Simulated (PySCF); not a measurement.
**BF⁺, doublet along the distance B1-F2**

Starting geometry (PBE0/def2-TZVP stationary point for this spin):

```csv
atom,x (Å),y (Å),z (Å)
B,0.0000,0.0000,0.0000
F,0.0000,0.0000,1.2123
```

From there F2 moves along the line of the two atoms named below, all else staying in place; atoms are numbered as listed. Energies are in eV, counted from the starting geometry at the same level. Kohn–Sham curves keep the symmetry of the cluster determinant, unrestricted for open shells and where UHF breaks spin symmetry.

Basis 6-31G; PySCF 2.14.0. Only valence electrons are correlated (noble-gas cores frozen).

Unrestricted Kohn–Sham rows aren't spin-pure: their determinants' ⟨S²⟩ exceeds S(S+1) by up to 0.11, so they mix in states of higher spin. A value is left out where its run failed or describes another state than the reference as far as symmetry and spin tell, or, spin-broken singlets apart, can't be checked. The reference follows the lowest state, whose symmetry changes from Σ⁺ or Δ to Π between 1.910 and 2.222.

In so small a basis the reference is far from its limit while semilocal and hybrid functionals are nearer theirs (RPA and double hybrids share part of the reference's basis error), so the functionals' errors here hold much of the reference's basis and frozen-core error, which can add to them or hide them. The set has no polarisation functions, which weighs most on the reference.

Full CI is exact within this basis and frozen core; it isn't the basis-set limit.

```
distance B1-F2 (Å)  full CI     PBE  r2SCAN  B97M-V    PBE0   B3LYP  wB97X-V  wB97M-V  B2PLYP
             0.956    5.884   5.734   5.632   5.550   5.550   5.559    5.668    5.581   5.658
             1.070    1.730   1.666   1.609   1.575   1.566   1.573    1.620    1.583   1.621
             1.212    0.000   0.000   0.000   0.000   0.000   0.000    0.000    0.000   0.000
             1.308   -0.109  -0.082  -0.045  -0.038  -0.017  -0.025   -0.040   -0.027  -0.049
             1.494    0.689   0.758   0.865   0.857   0.942   0.909    0.895    0.916   0.863
             1.688    1.882   2.065   2.235   2.162   2.326   2.263    2.266    2.287   2.297
             1.910    2.809   3.386   3.551   3.309   3.520   3.458    3.407    3.407   3.546
             2.222    2.826   4.216   4.228   3.681   3.896   3.900    3.658    3.578   3.734
             2.728    2.774   4.418   4.377   3.780   4.029   4.029    3.759    3.688   3.791
             3.298    2.848   4.643   4.560   3.951   4.189   4.200    3.904    3.837   3.915
             4.182    2.919       –   4.682   4.073   4.298   4.318    4.004    3.938   4.004
```
